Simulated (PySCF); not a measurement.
Species: C2HF2S (charge -1).
Cartesian coordinates in Å at the GFN2-xTB level; atoms count from 1:
```xyz
6
C2HF2S angstrom
F     -1.4269   -1.1705    0.0351
C     -0.7153    0.0013   -0.0007
C      0.6275    0.0541   -0.0069
F      1.0714    1.3846   -0.0484
S      1.8033   -1.1369    0.0238
H     -1.3570    0.8694   -0.0245
```

A PySCF run (density fitting, gas phase, GFN2-xTB geometry) gave HOMO 0.33 eV, LUMO 2.85 eV and E = -674.744 Eh.

Problem. Which of these levels was it?
A. X3LYP/MINI
B. BP86/aug-pcSseg-1
C. PBE0/pcSseg-1
D. wB97X-D/def2-TZVP

Solution. B. It is BP86/aug-pcSseg-1. All candidates on this geometry:

| level and settings | kind | basis functions | SCF cycles | E (Eh) | HOMO (eV) | LUMO (eV) |
| --- | --- | --- | --- | --- | --- | --- |
| BP86/aug-pcSseg-1, damping 0.2 at the start, DIIS from the seventh cycle | GGA | 146 | 22 | -674.7445 | 0.33 | 2.85 |
| X3LYP/MINI, energy threshold 1e-06 Eh | global hybrid | 30 | 8 | -670.6648 | 0.04 | 5.81 |
| PBE0/pcSseg-1 | global hybrid | 97 | 13 | -674.2450 | -0.18 | 6.07 |
| wB97X-D/def2-TZVP | range-separated hybrid | 167 | 14 | -674.7479 | -2.07 | 7.56 |

The nearest other candidate, by the summed differences of HOMO and LUMO, is X3LYP/MINI: its HOMO differs by -0.29 eV and its LUMO by +2.96 eV. wB97X-D ran without the empirical dispersion term, which would shift the total energy alone. Cycle counts include a coarse-grid stage where the run had one. The HOMO energy is positive at BP86/aug-pcSseg-1 and X3LYP/MINI; such an orbital is held in place by the finite basis.
